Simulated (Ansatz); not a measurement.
Trigonal Te was calculated with r²SCANh in Ansatz (PAW).

Run with plane-wave cutoff 600 eV, 6×6×4 k mesh (along the axes of the cell as run), Fermi–Dirac smearing 0.01 eV, scalar-relativistic PAW data made under PBE.

Starting structure:

```
CELL_PARAMETERS angstrom
      4.46000     0.00000     0.00000
     -2.23000     3.86247     0.00000
      0.00000     0.00000     5.93000
ATOMIC_POSITIONS crystal
  Te 0.00000 0.26300 0.66667
  Te 0.73700 0.73700 0.00000
  Te 0.26300 0.00000 0.33333
```

Into what structure does the relaxation of cell and atoms lead at this level, with the symmetry of the start kept?

The volume grows by 9.7 %; final space group P3_121.
```
CELL_PARAMETERS angstrom
      4.71188     0.00000     0.00000
     -2.35594     4.08060     0.00000
      0.00000     0.00000     5.83044
ATOMIC_POSITIONS crystal
  Te 0.00000 0.24580 0.66667
  Te 0.75420 0.75420 0.00000
  Te 0.24580 0.00000 0.33333
```

Note: the cell comes from a level without a dispersion term, which matters for the spacing of layers, chains or molecules.

Ansatz is a program for electronic structure.
